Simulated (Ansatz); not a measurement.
Born–Oppenheimer molecular dynamics of AlBH6O (9 atoms, charge 0, multiplicity 1). It starts at the highest image of a converged band. Of that band: Neighbouring images differ by up to 1.3 eV, so the band resolves the path poorly. A vibrational analysis at the climbing image gives one clearly imaginary mode, 1355i cm⁻¹: a first-order saddle point.

The calculation used RKS PBE0-D4/def2-SVP in Ansatz 0.2.0.

```json
{
  "ensemble": "NVE (velocity Verlet)",
  "time step": "0.5 fs",
  "steps asked": "200",
  "starting velocities drawn for": "100 K",
  "seed": "8362"
}
```

First frame:

```xyz
9
Properties=species:S:1:pos:R:3
B -0.094 -0.124 0.206
H 0.547 -0.028 1.385
H 0.696 0.255 -0.630
H -1.142 0.466 0.352
O -0.219 -1.670 0.301
Al -0.822 -3.109 -0.413
H -0.540 -4.440 0.389
H -1.598 -2.992 -1.784
H 0.334 -1.029 1.198
```

(1) How far do the bonds stretch over the last three quarters of this one trajectory? (Pairs bonded in most of those frames.)

## Answers

(1) 
```tsv
bond	mean (Å)	spread (Å)	shortest	longest
B1–H2	1.223	0.014	1.20	1.25
B1–H3	1.220	0.013	1.19	1.24
B1–H4	1.224	0.016	1.21	1.28
O5–Al6	1.771	0.045	1.70	1.86
O5–H9	0.970	0.034	0.91	1.02
Al6–H7	1.588	0.027	1.54	1.62
Al6–H8	1.578	0.007	1.56	1.59
```

Mean temperature of the second half: 579 K. The conserved energy stayed within 0.23 meV per atom of its start (net change -0.12 meV per atom), so the integration is sound. The kinetic energy rose, since the run started high on the potential surface and went downhill. A run of 0.1 ps of so small a system gives no equilibrium averages. The orbitals stay closed-shell, which can raise the energy where a bond breaks towards radicals; this wasn't checked here.

The run took 3.2 min on 2 threads of Arm Neoverse V2, with other jobs on the host, peak memory 0.14 GiB.
